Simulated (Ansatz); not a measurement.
Born–Oppenheimer molecular dynamics of BF$_{2}$H (4 atoms, charge 0, multiplicity 1). It starts from a relaxed structure.

The calculation used RKS B3LYP-D4/def2-TZVP in Ansatz.

```
ensemble        : NVT, Nosé–Hoover chain
time step       : 3 fs
steps asked     : 40
set temperature : 700 K
thermostat      : time constant 100 fs, chain length 3 (defaults)
seed            : 898839
```

First frame:

```xyz
4
Properties=species:S:1:pos:R:3
B 0.008 0.000 -0.005
F -0.014 0.000 1.313
H 1.037 0.000 -0.599
F -1.144 0.000 -0.644
```

Question: How far do the bonds stretch over the last three quarters of this one trajectory? (Pairs bonded in most of those frames.)

Answer: 
```json
{"bond": "B1–F2", "mean (Å)": "1.323", "spread (Å)": "0.020", "shortest": "1.28", "longest": "1.36"}
{"bond": "B1–H3", "mean (Å)": "1.199", "spread (Å)": "0.054", "shortest": "1.12", "longest": "1.27"}
{"bond": "B1–F4", "mean (Å)": "1.324", "spread (Å)": "0.019", "shortest": "1.28", "longest": "1.35"}
```

Mean temperature of the second half: 431 K. The conserved energy wandered by up to 13.3 meV per atom (net 2.8 meV per atom), which is poor conservation. The mean temperature of the second half is 38 % below the set value. A step of 3 fs is long for free X–H stretches (periods near 10 fs) and can bias their spread and the temperature. A run of 0.12 ps of so small a system gives no equilibrium averages.

Time of the run: 16 s on 2 threads of AMD EPYC 9R45 96-Core Processor (Zen 5), with other jobs on the host, peak memory 0.15 GiB.
